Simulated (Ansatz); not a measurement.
C4H10S: which of these isomers lies lowest?

2 of its isomers, all singlets with charge 0: A = 2-methyl-2-propanethiol `CC(C)(C)S`; B = methyl propyl sulfide `CCCSC`.

Shapes, held fixed at every level: PBE0-D4/def2-TZVP. Flexible molecules stand in one conformer, not always the lowest. Programs: Ansatz 0.2.0.

A:

```xyz
15

C    -1.2946    0.2718    0.5585
C     0.1176    0.1804   -0.0004
C     1.0652   -0.3945    1.0451
C     0.1428   -0.6696   -1.2619
S     0.7639    1.8612   -0.3593
H    -1.3209    0.8897    1.4573
H    -1.9810    0.7052   -0.1727
H    -1.6622   -0.7280    0.8129
H     1.0699    0.2140    1.9521
H     2.0869   -0.4532    0.6635
H     0.7435   -1.4043    1.3142
H    -0.2012   -1.6847   -1.0367
H     1.1513   -0.7291   -1.6742
H    -0.5149   -0.2556   -2.0299
H    -0.1662    2.1968   -1.2684
```

B:

```xyz
15

C    -0.7499   -0.1322    1.8291
C     0.4860    0.1694    1.0021
C     0.7445   -0.8439   -0.1026
S    -0.5252   -0.9476   -1.3832
C    -0.2886    0.6328   -2.2039
H    -0.6619   -1.1037    2.3242
H    -0.9022    0.6235    2.6025
H    -1.6417   -0.1619    1.1996
H     1.3707    0.1900    1.6493
H     0.4111    1.1718    0.5683
H     1.7052   -0.6523   -0.5896
H     0.7936   -1.8539    0.3157
H     0.7383    0.7387   -2.5603
H    -0.9588    0.6443   -3.0642
H    -0.5430    1.4741   -1.5577
```

Enthalpies at 298 K in kJ/mol, with harmonic thermal terms from PBE0-D4/def2-TZVP. Measured gas-phase heats of formation: A CRC Handbook of Chemistry and Physics; B CRC Handbook of Chemistry and Physics.

```json
{"level": "B3LYP-D4/def2-TZVPP", "kind": "global hybrid", "B − A": "+20.3"}
{"level": "BHLYP-D4/def2-TZVPP", "kind": "global hybrid", "B − A": "+21.9"}
{"level": "r2SCAN0-D4/def2-TZVPP", "kind": "global hybrid", "B − A": "+23.8"}
{"level": "wB97X-V/def2-TZVPP", "kind": "range-separated hybrid", "B − A": "+23.5"}
{"level": "B2PLYP/def2-TZVPP", "kind": "double hybrid", "B − A": "+21.8"}
{"level": "CCSD(T)/def2-SVP", "kind": "coupled cluster or CI", "B − A": "+41.8"}
{"level": "CCSD(T)/def2-TZVPP", "kind": "coupled cluster or CI", "B − A": "+30.6"}
{"level": "CCSD(T)/CBS estimate", "kind": "coupled cluster or CI", "B − A": "+28.3"}
{"level": "measured", "kind": "experiment", "B − A": "+27.4"}
```

Experiment puts A lowest of these. All levels agree on that. A flexible isomer may stand in a higher conformer, which biases the errors below by several kJ/mol. Absolute errors: CCSD(T)/CBS estimate 0.9; CCSD(T)/def2-TZVPP 3.2; r2SCAN0-D4/def2-TZVPP 3.6; wB97X-V/def2-TZVPP 3.9; BHLYP-D4/def2-TZVPP 5.5; B2PLYP/def2-TZVPP 5.6; B3LYP-D4/def2-TZVPP 7.1; CCSD(T)/def2-SVP 14.4 kJ/mol. The CBS estimate extrapolates MP2 from def2-TZVPP and def2-QZVPP and adds CCSD(T) − MP2 in the triple-zeta set, cores frozen.
